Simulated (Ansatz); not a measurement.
We consider fcc Au, described by r²SCAN+SOC in Ansatz (plane waves, PAW).

Run with plane-wave cutoff 560 eV, 24×24×24 k mesh, Fermi–Dirac smearing 0.05 eV, PAW data made under PBE.

Energies at three volumes about the minimum:

```csv
V (Å³/atom),E − E_lowest (meV/atom)
17.025,3.57
17.372,0.00
17.720,3.43
```

Question: Fit a parabola by hand: where is the minimum, what lattice constant follows, and what is the bulk modulus?

Answer: Slopes: (0.00 − 3.57)/(17.372 − 17.025) = -10.288 and (3.43 − 0.00)/(17.720 − 17.372) = 9.856 meV/Å³. Curvature E″ = 2 × (9.856 − (-10.288))/(17.720 − 17.025) = 57.968 meV/Å⁶. From the middle of the first interval, the slope vanishes at V0 = 17.1985 − (-10.288)/57.968 = 17.376 Å³/atom. B = V0 E″ = 17.376 × 57.968 meV/Å³ × 0.1602 GPa per meV/Å³ = 161 GPa. With 4 atoms in the cube, a = (4 × 17.376)^(1/3) = 4.112 Å. The full Birch–Murnaghan fit to all volumes gives V0 = 17.368 Å³/atom and B0 = 161 GPa.

Measured, for comparison: bulk modulus 182 GPa (0 K value with the zero-point phonon effect removed, sources range from 175 to 182; as tabulated in Mejia-Rodriguez and Trickey (2018), arXiv:1807.09216); lattice constant a 4.062 Å (static lattice: zero-point anharmonic expansion removed; as tabulated in Mejia-Rodriguez and Trickey (2018), arXiv:1807.09216). Computed less measured: bulk modulus -12 % (-8 % to -12 % over the range).

Ansatz is a first-principles code.
